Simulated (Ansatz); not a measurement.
# Diamond-structure Si

The numbers are results of r²SCAN+rVV10 (Ansatz, an electronic-structure program, plane waves, PAW), not measurements.

Run with plane-wave cutoff 500 eV, 10×10×10 k mesh, gaussian smearing 0.02 eV, scalar-relativistic PAW data made under PBE.

Cell (relaxed at this level):

Space group Fd-3m, origin choice 1 (No. 227); a = 5.4346 Å, b = 5.4346 Å, c = 5.4346 Å, α = 90.00°, β = 90.00°, γ = 90.00°

| atom | site | symmetry | x | y | z |
|---|---|---|---|---|---|
| Si | 8b | -43m | 0.5000 | 0.5000 | 0.5000 |
(The calculation used a cell of 2 atoms; values per cell refer to that cell.)

For diamond-structure Si, the band gap is 0.74 eV (on the SCF k mesh).

Measured, for comparison: band gap 1.23 eV (zero-point renormalisation of 0.06 eV added back here (the table's ZPR column); inputs from Chen et al. (2018), doi:10.1103/physrevmaterials.2.073803). Computed (rounded) less measured: band gap -0.49 eV.

Cost on a shared machine: about 11 core-seconds (a rough figure).
